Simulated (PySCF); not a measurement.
## Dipole moment and polarisability across levels of theory

Species: methacrolein, C₄H₆O.
SMILES: `C=C(C)C=O`

PySCF, dipoles from the SCF density, polarisabilities from static response with core orbitals frozen. One conformer (not necessarily the lowest) at the PBE0-D3(BJ)/def2-SVP geometry, without solvent, vibrations or thermal averaging.

Problem. How do dipole and polarisability depend on functional and basis here?

Solution. 

```tsv
level	μ (D)	α (Å³)	anisotropy (Å³)
LDA/def2-SVPD	2.958	8.41	4.61
PBE/def2-SVPD	2.903	8.32	4.63
B3LYP/def2-SVPD	3.042	8.13	4.54
PBE0/def2-SVPD	3.027	8.04	4.47
BHandHLYP/def2-SVPD	3.190	7.89	4.45
CAM-B3LYP/def2-SVPD	3.074	8.02	4.46
wB97X-D/def2-SVPD	3.061	8.03	4.41
LC-wPBE/def2-SVPD	3.024	7.81	4.34
HF/def2-SVPD	3.403	7.72	4.46
PBE0/6-31G*	2.768	6.53	5.12
PBE0/def2-SVP	2.721	6.79	4.87
PBE0/6-31+G*	3.030	7.59	4.92
PBE0/aug-cc-pVDZ	2.968	8.21	4.52
PBE0/def2-TZVP	2.908	7.73	4.72
PBE0/def2-TZVPD	2.968	8.20	4.49
```

The anisotropy is √(½[(α1 − α2)² + (α2 − α3)² + (α3 − α1)²]). The dipole runs from 2.72 D (PBE0/def2-SVP) to 3.40 D (HF/def2-SVPD). No reference polarisability is at hand; against PBE0 in the largest diffuse basis at hand (def2-TZVPD) the other PBE0 rows deviate by 6-31G* -20%, def2-SVP -17%, 6-31+G* -7%, def2-SVPD -2%, aug-cc-pVDZ 0%, def2-TZVP -6%. In one basis (def2-SVPD) the functionals order the polarisability from HF (lowest) to LDA (highest), a spread of 9%. With PBE0 the polarisability is 7.02 Å³ without diffuse functions (mean of 6-31G*, def2-SVP and def2-TZVP) and 8.01 Å³ with them (mean of 6-31+G*, def2-SVPD, aug-cc-pVDZ and def2-TZVPD).
